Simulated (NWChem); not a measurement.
The numbers come from NWChem runs, not from measurements. System: methanethiol (CH4S), charge 0, spin multiplicity 1, at a geometry optimised with PBE0/def2-SVP. Level: CCSD(T)/cc-pVDZ, 6 core orbitals frozen.

Job file:

```
start mol
memory heap 100 mb stack 700 mb global 1900 mb
geometry units angstroms nocenter noautoz
  C      1.046808     0.473258     0.000000
  S     -0.572000    -0.341304     0.000000
  H      1.198763     1.085518     0.899864
  H      1.795087    -0.331291     0.000000
  H      1.198763     1.085518    -0.899864
  H     -1.321467     0.781566     0.000000
  symmetry group Cs
end
basis spherical
  * library cc-pvdz
end
scf
  rhf
  nopen 0
  maxiter 100
  thresh 1e-7
  semidirect memsize 60000000 filesize 0
end
ccsd
  freeze core 6
  maxiter 60
end
task ccsd(t) energy
```

Part of the output:

```
             Northwest Computational Chemistry Package (NWChem) 7.3.0
             --------------------------------------------------------

                                NWChem Input Module
                                -------------------

 Scaling coordinates for geometry "geometry" by  1.889725989
 (inverse scale =  0.529177249)

 Turning off AUTOSYM since
 SYMMETRY directive was detected!

                             Geometry "geometry" -> ""
                             -------------------------

 Output coordinates in angstroms (scale by  1.889725989 to convert to a.u.)

  No.       Tag          Charge          X              Y              Z
 ---- ---------------- ---------- -------------- -------------- --------------
    1 C                    6.0000     1.04680800     0.47325800     0.00000000
    2 S                   16.0000    -0.57200000    -0.34130400     0.00000000
    3 H                    1.0000     1.19876300     1.08551800     0.89986400
    4 H                    1.0000     1.79508700    -0.33129100     0.00000000
    5 H                    1.0000     1.19876300     1.08551800    -0.89986400
    6 H                    1.0000    -1.32146700     0.78156600     0.00000000

 Effective nuclear repulsion energy (a.u.)      56.2439969532

            Nuclear Dipole moment (a.u.)
            ----------------------------
        X                 Y               Z
 ---------------- ---------------- ----------------
    -0.0000113384    -0.0000094486     0.0000000000

      Symmetry information
      --------------------

 Group name             Cs
 Group number              2
 Group order               2
 No. of unique centers     5

      Symmetry unique atoms

     1    2    3    4    6


 Summary of "ao basis" -> "" (spherical)
 ------------------------------------------------------------------------------
       Tag                 Description            Shells   Functions and Types
 ---------------- ------------------------------  ------  ---------------------
 *                          cc-pvdz                   on all atoms

 Summary of "ao basis" -> "ao basis" (spherical)
 ------------------------------------------------------------------------------
       Tag                 Description            Shells   Functions and Types
 ---------------- ------------------------------  ------  ---------------------
 C                          cc-pvdz                  6       14   3s2p1d
 S                          cc-pvdz                  8       18   4s3p1d
 H                          cc-pvdz                  3        5   2s1p

                                 NWChem SCF Module
                                 -----------------

  ao basis        = "ao basis"
  functions       =    52
  atoms           =     6
  closed shells   =    13
  open shells     =     0
  charge          =   0.00
  wavefunction    = RHF
  use symmetry    = T
  symmetry adapt  = T

 Summary of "ao basis" -> "ao basis" (spherical)
 ------------------------------------------------------------------------------
       Tag                 Description            Shells   Functions and Types
 ---------------- ------------------------------  ------  ---------------------
 C                          cc-pvdz                  6       14   3s2p1d
 S                          cc-pvdz                  8       18   4s3p1d
 H                          cc-pvdz                  3        5   2s1p

      Symmetry analysis of basis
      --------------------------

[...]
 Same spin scaling factor:                1.130000000000000
 Opposite spin contribution:             -0.261001755235169
 Opposite spin scaling fact.:             1.270000000000000
 SCS-CCSD correlation energy:            -0.399941765047358
 Total SCS-CCSD energy:                -438.125182552722549
 memory            104850980

*********triples calculation*********

nkpass=    1; nvpass=    1; memdrv=          64545; memtrn=         657845; memavail=      104850692
 memory available/node                      104850692
 total number of virtual orbitals        39
 number of virtuals per integral pass    39
 number of integral evaluations           1
 number of occupied per triples pass      7
 number of triples passes                 1

 commencing integral evaluation        1 at          10.73
  symmetry use  T
task         2 out of       351 done   0%  at       0.0 secs
task        23 out of       351 done   6%  at       0.2 secs
task        36 out of       351 done  10%  at       0.2 secs
task        53 out of       351 done  15%  at       0.2 secs
task        71 out of       351 done  20%  at       0.3 secs
task        88 out of       351 done  25%  at       0.4 secs
task       106 out of       351 done  30%  at       0.5 secs
task       123 out of       351 done  35%  at       0.7 secs
task       141 out of       351 done  40%  at       0.7 secs
task       162 out of       351 done  46%  at       0.8 secs
task       176 out of       351 done  50%  at       0.8 secs
task       194 out of       351 done  55%  at       0.9 secs
task       211 out of       351 done  60%  at       0.9 secs
task       230 out of       351 done  65%  at       0.9 secs
task       246 out of       351 done  70%  at       1.0 secs
task       274 out of       351 done  78%  at       1.0 secs
task       281 out of       351 done  80%  at       1.0 secs
task       299 out of       351 done  85%  at       1.0 secs
task       316 out of       351 done  90%  at       1.0 secs
task       334 out of       351 done  95%  at       1.0 secs
task       351 out of       351 done 100%  at       1.1 secs
 commencing triples evaluation - blocking       1
 ccsd(t): done        1 out of       39 progress:    2.6%
 ccsd(t): done        2 out of       39 progress:    5.1%
 ccsd(t): done        3 out of       39 progress:    7.7%
 ccsd(t): done        4 out of       39 progress:   10.3%
 ccsd(t): done        5 out of       39 progress:   12.8%
 ccsd(t): done        6 out of       39 progress:   15.4%
 ccsd(t): done        7 out of       39 progress:   17.9%
 ccsd(t): done        8 out of       39 progress:   20.5%
 ccsd(t): done        9 out of       39 progress:   23.1%
 ccsd(t): done       10 out of       39 progress:   25.6%
 ccsd(t): done       11 out of       39 progress:   28.2%
 ccsd(t): done       12 out of       39 progress:   30.8%
 ccsd(t): done       13 out of       39 progress:   33.3%
 ccsd(t): done       14 out of       39 progress:   35.9%
 ccsd(t): done       15 out of       39 progress:   38.5%
 ccsd(t): done       16 out of       39 progress:   41.0%
 ccsd(t): done       17 out of       39 progress:   43.6%
 ccsd(t): done       18 out of       39 progress:   46.2%
 ccsd(t): done       19 out of       39 progress:   48.7%
 ccsd(t): done       20 out of       39 progress:   51.3%
 ccsd(t): done       21 out of       39 progress:   53.8%
 ccsd(t): done       22 out of       39 progress:   56.4%
 ccsd(t): done       23 out of       39 progress:   59.0%
 ccsd(t): done       24 out of       39 progress:   61.5%
 ccsd(t): done       25 out of       39 progress:   64.1%
 ccsd(t): done       26 out of       39 progress:   66.7%
 ccsd(t): done       27 out of       39 progress:   69.2%
 ccsd(t): done       28 out of       39 progress:   71.8%
 ccsd(t): done       29 out of       39 progress:   74.4%
 ccsd(t): done       30 out of       39 progress:   76.9%
 ccsd(t): done       31 out of       39 progress:   79.5%
 ccsd(t): done       32 out of       39 progress:   82.1%
 ccsd(t): done       33 out of       39 progress:   84.6%
 ccsd(t): done       34 out of       39 progress:   87.2%
 ccsd(t): done       35 out of       39 progress:   89.7%
 ccsd(t): done       36 out of       39 progress:   92.3%
 ccsd(t): done       37 out of       39 progress:   94.9%
 ccsd(t): done       38 out of       39 progress:   97.4%
 ccsd(t): done       39 out of       39 progress:  100.0%
 Time for integral evaluation pass     1        1.07
 Time for triples evaluation pass      1        0.20

 pseudo-e(mp4)  -0.84101421208549E-02
 pseudo-e(mp5)   0.17268625823302E-03
        e(t)    -0.82374558626219E-02

 --------------
 CCSD(T) Energy
 --------------
 Reference energy:                    -437.725240787675205

 CCSD corr. energy:                     -0.321594264880031
 T(CCSD) corr. energy:                  -0.008410142120855
 Total CCSD+T(CCSD) energy:           -438.055245194676104

 CCSD corr. energy:                     -0.321594264880031
 (T) corr. energy:                      -0.008237455862622
 Total CCSD(T) energy:                -438.055072508417879

 routine      calls  cpu(0)   cpu-min  cpu-ave  cpu-max   i/o
 aoccsd          1     0.00     0.00     0.00     0.00    0.00
 iterdrv         1     0.00     0.00     0.00     0.00    0.00
 pampt          10     0.01     0.01     0.01     0.01    0.00
 t2pm           10     0.02     0.02     0.02     0.02    0.00
 sxy            10     0.09     0.09     0.09     0.09    0.00
 ints      1232010     8.76     8.76     8.76     8.76    0.00
 t2eri        3510     0.44     0.44     0.44     0.44    0.00
 idx2         3510     0.08     0.08     0.08     0.08    0.00
 idx34          10     0.01     0.01     0.01     0.01    0.00
 ht2pm          10     0.02     0.02     0.02     0.02    0.00
 itm            10     0.08     0.08     0.08     0.08    0.00
 pdiis          10     0.00     0.00     0.00     0.00    0.00
 triples         1     0.00     0.00     0.00     0.00    0.00
 rdtrpo          1     0.00     0.00     0.00     0.00    0.00
 trpmos          1     1.07     1.07     1.07     1.07    0.00
 trpdrv          1     0.03     0.03     0.03     0.03    0.00
 dovvv       15288     0.07     0.07     0.07     0.07    0.00
 doooo       15288     0.02     0.02     0.02     0.02    0.00
 tengy       13377     0.07     0.07     0.07     0.07    0.00
 Total                10.78    10.78    10.78    10.78    0.00

 Task  times  cpu:       12.4s     wall:       12.4s

 Total times  cpu:       12.4s     wall:       12.4s
```
